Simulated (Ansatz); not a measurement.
**GaH⁻, doublet: vertical spin and charge gaps**

Geometry (PBE0/def2-TZVPD stationary point for this spin):

```yaml
atoms:
  - { symbol: Ga, position_ang: [0.0000, 0.0000, 0.0000] }
  - { symbol: H, position_ang: [0.0000, 0.0000, 1.7244] }
```

Basis aug-cc-pVDZ; Ansatz 0.2.0. Correlated methods freeze the noble-gas cores and the filled d shells of p-block atoms. R marks a restricted (for open shells ROHF) determinant. Active spaces: valence = (5e, 5o) chosen from the atoms' valence shells. No spin–orbit coupling is included, and no scalar relativity.

Gaps are energies of the second state less the first, at fixed atoms, for a selection of the levels run; each method lands on the state that its own search finds for that charge and spin.

The highest occupied Kohn–Sham level of the anion is positive, up to +1.15 eV, so in those functionals the extra electron is held by the basis alone, which enters their differences from the reference.

Q: PBE gives 0.276 eV for removing an electron, to the singlet. Estimate what full CI gives in aug-cc-pVDZ.

A: Full CI in aug-cc-pVDZ gives 0.059 eV, so against it PBE is off by 0.217 eV, of which a good part can be the reference's own basis and frozen-core error.

| level | gap (eV) | error (meV) |
| --- | --- | --- |
| RHF | -0.270 | -329 |
| RCCSDT(Q) | 0.059 | 0 |
| CASSCF (valence space) | -0.642 | -701 |
| NEVPT2 (valence space) | -0.198 | -257 |
| MRCISD (valence space) | -0.008 | -67 |
| MRCISD+Q (valence space) | 0.065 | 6 |
| PBE0 | 0.240 | 181 |
| B3LYP | 0.249 | 190 |
| B2PLYP | 0.094 | 35 |

Wrong sign: RHF, CASSCF (valence space), NEVPT2 (valence space), MRCISD (valence space).

In so small a basis the reference is far from its limit while semilocal and hybrid functionals are nearer theirs (RPA and double hybrids share part of the reference's basis error), so the functionals' errors here hold much of the reference's basis and frozen-core error, which can add to them or hide them.

Full CI is exact within this basis and frozen core; it isn't the basis-set limit.
